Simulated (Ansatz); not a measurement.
Harmonic vibrations of Si(SiH3)H3 (Si₂H₆) by finite differences.

```yaml
crystal:
  periodic: [false, false, false]
  atoms:
    - {symbol: Si, position_ang: [-0.003395, 0.007754, -1.172800]}
    - {symbol: Si, position_ang: [0.003398, -0.007764, 1.172798]}
    - {symbol: H, position_ang: [0.782254, 1.156997, 1.698627]}
    - {symbol: H, position_ang: [0.627911, -1.268465, 1.683083]}
    - {symbol: H, position_ang: [-1.395464, 0.077890, 1.697797]}
    - {symbol: H, position_ang: [1.396888, -0.051699, -1.697633]}
    - {symbol: H, position_ang: [-0.651298, 1.256599, -1.683081]}
    - {symbol: H, position_ang: [-0.760283, -1.171321, -1.698801]}
basis:
  gaussian: {orbitals: def2-TZVP}
hamiltonian: {xc: pbe, dispersion: d4}
scf: {omitted_lower_state_checks: [starts]}
phonons: {temperatures: {t_min: 298.15, t_max: 900, t_step: 200}}
```

```sh
$ ansatz run in.yaml --threads 2 --pin off --events-out ev --progress --plain --max-ram 4352MiB
```

Output, abridged:

```
Functional definition: PBE
mean field -15844.44973863 eV, -582.2727881409 hartree, gradient 1.6e-5 eV, S^2 0.000000; 0 other end points of the search recorded, 0 dependent functions left out
mean field -15844.44965660 eV, -582.2727851262 hartree, gradient 8.6e-7 eV, S^2 0.000000; 0 other end points of the search recorded, 0 dependent functions left out
mean field -15844.44965713 eV, -582.2727851457 hartree, gradient 7.0e-7 eV, S^2 0.000000; 0 other end points of the search recorded, 0 dependent functions left out
mean field -15844.44965677 eV, -582.2727851326 hartree, gradient 8.1e-7 eV, S^2 0.000000; 0 other end points of the search recorded, 0 dependent functions left out
mean field -15844.44965696 eV, -582.2727851396 hartree, gradient 7.7e-7 eV, S^2 0.000000; 0 other end points of the search recorded, 0 dependent functions left out
mean field -15844.44964495 eV, -582.2727846982 hartree, gradient 1.1e-6 eV, S^2 0.000000; 0 other end points of the search recorded, 0 dependent functions left out
mean field -15844.44970507 eV, -582.2727869075 hartree, gradient 9.7e-7 eV, S^2 0.000000; 0 other end points of the search recorded, 0 dependent functions left out
mean field -15844.44965716 eV, -582.2727851468 hartree, gradient 7.0e-7 eV, S^2 0.000000; 0 other end points of the search recorded, 0 dependent functions left out
mean field -15844.44965657 eV, -582.2727851252 hartree, gradient 8.6e-7 eV, S^2 0.000000; 0 other end points of the search recorded, 0 dependent functions left out
mean field -15844.44965714 eV, -582.2727851461 hartree, gradient 7.6e-7 eV, S^2 0.000000; 0 other end points of the search recorded, 0 dependent functions left out
mean field -15844.44965659 eV, -582.2727851260 hartree, gradient 8.1e-7 eV, S^2 0.000000; 0 other end points of the search recorded, 0 dependent functions left out
mean field -15844.44970506 eV, -582.2727869071 hartree, gradient 9.7e-7 eV, S^2 0.000000; 0 other end points of the search recorded, 0 dependent functions left out
mean field -15844.44964497 eV, -582.2727846988 hartree, gradient 1.1e-6 eV, S^2 0.000000; 0 other end points of the search recorded, 0 dependent functions left out
mean field -15844.44972002 eV, -582.2727874571 hartree, gradient 2.0e-6 eV, S^2 0.000000; 0 other end points of the search recorded, 0 dependent functions left out
mean field -15844.44972092 eV, -582.2727874899 hartree, gradient 1.8e-6 eV, S^2 0.000000; 0 other end points of the search recorded, 0 dependent functions left out
mean field -15844.44970786 eV, -582.2727870100 hartree, gradient 2.4e-6 eV, S^2 0.000000; 0 other end points of the search recorded, 0 dependent functions left out
mean field -15844.44970156 eV, -582.2727867784 hartree, gradient 2.1e-6 eV, S^2 0.000000; 0 other end points of the search recorded, 0 dependent functions left out
mean field -15844.44973738 eV, -582.2727880949 hartree, gradient 2.3e-6 eV, S^2 0.000000; 0 other end points of the search recorded, 0 dependent functions left out
mean field -15844.44971846 eV, -582.2727873997 hartree, gradient 2.1e-6 eV, S^2 0.000000; 0 other end points of the search recorded, 0 dependent functions left out
mean field -15844.44972807 eV, -582.2727877527 hartree, gradient 1.9e-6 eV, S^2 0.000000; 0 other end points of the search recorded, 0 dependent functions left out
mean field -15844.44972198 eV, -582.2727875289 hartree, gradient 1.7e-6 eV, S^2 0.000000; 0 other end points of the search recorded, 0 dependent functions left out
mean field -15844.44969834 eV, -582.2727866603 hartree, gradient 2.2e-6 eV, S^2 0.000000; 0 other end points of the search recorded, 0 dependent functions left out
mean field -15844.44970129 eV, -582.2727867686 hartree, gradient 2.5e-6 eV, S^2 0.000000; 0 other end points of the search recorded, 0 dependent functions left out
mean field -15844.44973749 eV, -582.2727880989 hartree, gradient 2.2e-6 eV, S^2 0.000000; 0 other end points of the search recorded, 0 dependent functions left out
mean field -15844.44971903 eV, -582.2727874206 hartree, gradient 2.0e-6 eV, S^2 0.000000; 0 other end points of the search recorded, 0 dependent functions left out
mean field -15844.44968935 eV, -582.2727863298 hartree, gradient 2.3e-6 eV, S^2 0.000000; 0 other end points of the search recorded, 0 dependent functions left out
mean field -15844.44969484 eV, -582.2727865315 hartree, gradient 2.6e-6 eV, S^2 0.000000; 0 other end points of the search recorded, 0 dependent functions left out
mean field -15844.44973099 eV, -582.2727878601 hartree, gradient 1.6e-6 eV, S^2 0.000000; 0 other end points of the search recorded, 0 dependent functions left out
mean field -15844.44973514 eV, -582.2727880127 hartree, gradient 1.7e-6 eV, S^2 0.000000; 0 other end points of the search recorded, 0 dependent functions left out
mean field -15844.44973734 eV, -582.2727880933 hartree, gradient 2.2e-6 eV, S^2 0.000000; 0 other end points of the search recorded, 0 dependent functions left out
mean field -15844.44971854 eV, -582.2727874027 hartree, gradient 2.0e-6 eV, S^2 0.000000; 0 other end points of the search recorded, 0 dependent functions left out
mean field -15844.44969450 eV, -582.2727865193 hartree, gradient 2.6e-6 eV, S^2 0.000000; 0 other end points of the search recorded, 0 dependent functions left out
mean field -15844.44968951 eV, -582.2727863359 hartree, gradient 2.3e-6 eV, S^2 0.000000; 0 other end points of the search recorded, 0 dependent functions left out
mean field -15844.44973095 eV, -582.2727878586 hartree, gradient 1.7e-6 eV, S^2 0.000000; 0 other end points of the search recorded, 0 dependent functions left out
mean field -15844.44973534 eV, -582.2727880201 hartree, gradient 1.6e-6 eV, S^2 0.000000; 0 other end points of the search recorded, 0 dependent functions left out
mean field -15844.44971853 eV, -582.2727874023 hartree, gradient 2.0e-6 eV, S^2 0.000000; 0 other end points of the search recorded, 0 dependent functions left out
mean field -15844.44973735 eV, -582.2727880940 hartree, gradient 2.2e-6 eV, S^2 0.000000; 0 other end points of the search recorded, 0 dependent functions left out
mean field -15844.44972515 eV, -582.2727876457 hartree, gradient 1.7e-6 eV, S^2 0.000000; 0 other end points of the search recorded, 0 dependent functions left out
mean field -15844.44972364 eV, -582.2727875900 hartree, gradient 1.9e-6 eV, S^2 0.000000; 0 other end points of the search recorded, 0 dependent functions left out
mean field -15844.44970378 eV, -582.2727868601 hartree, gradient 2.4e-6 eV, S^2 0.000000; 0 other end points of the search recorded, 0 dependent functions left out
mean field -15844.44969710 eV, -582.2727866148 hartree, gradient 2.2e-6 eV, S^2 0.000000; 0 other end points of the search recorded, 0 dependent functions left out
mean field -15844.44971905 eV, -582.2727874213 hartree, gradient 2.0e-6 eV, S^2 0.000000; 0 other end points of the search recorded, 0 dependent functions left out
mean field -15844.44973747 eV, -582.2727880984 hartree, gradient 2.2e-6 eV, S^2 0.000000; 0 other end points of the search recorded, 0 dependent functions left out
mean field -15844.44971804 eV, -582.2727873843 hartree, gradient 1.8e-6 eV, S^2 0.000000; 0 other end points of the search recorded, 0 dependent functions left out
mean field -15844.44972431 eV, -582.2727876148 hartree, gradient 2.0e-6 eV, S^2 0.000000; 0 other end points of the search recorded, 0 dependent functions left out
mean field -15844.44970308 eV, -582.2727868345 hartree, gradient 2.1e-6 eV, S^2 0.000000; 0 other end points of the search recorded, 0 dependent functions left out
mean field -15844.44970492 eV, -582.2727869021 hartree, gradient 2.4e-6 eV, S^2 0.000000; 0 other end points of the search recorded, 0 dependent functions left out
mean field -15844.44971847 eV, -582.2727874000 hartree, gradient 2.1e-6 eV, S^2 0.000000; 0 other end points of the search recorded, 0 dependent functions left out
mean field -15844.44973736 eV, -582.2727880944 hartree, gradient 2.3e-6 eV, S^2 0.000000; 0 other end points of the search recorded, 0 dependent functions left out
Total energy: -15844.57926313 eV, -582.2775480784 hartree
Atom 0 at    -0.003395     0.007754    -1.172800 Å, force    -0.000006    -0.000106    -0.000140 eV/Å
Atom 1 at     0.003398    -0.007764     1.172798 Å, force     0.000017     0.000174     0.000134 eV/Å
Atom 2 at     0.782254     1.156997     1.698627 Å, force    -0.000639     0.000581     0.000032 eV/Å
Atom 3 at     0.627911    -1.268465     1.683083 Å, force     0.000849     0.000201    -0.000050 eV/Å
Atom 4 at    -1.395464     0.077890     1.697797 Å, force    -0.000239    -0.000854     0.000008 eV/Å
Atom 5 at     1.396888    -0.051699    -1.697633 Å, force     0.000139    -0.000867    -0.000014 eV/Å
Atom 6 at    -0.651298     1.256599    -1.683081 Å, force     0.000683     0.000551     0.000057 eV/Å
Atom 7 at    -0.760283    -1.171321    -1.698801 Å, force    -0.000805     0.000320    -0.000028 eV/Å
Dipole moment:     0.000001    -0.000005     0.000001 e Å
Vibrations: 132.56 348.55 348.58 419.09 602.25 602.28 803.26 872.46 900.15 900.16 914.19 914.20 2150.63 2156.48 2162.63 2162.64 2172.61 2172.61 cm⁻¹, zero-point energy 1.285427 eV
Checks for a lower state left out: starts
```

Hardware: 2 threads of Intel Xeon Platinum 8375C on a shared host. Wall time 33 s.
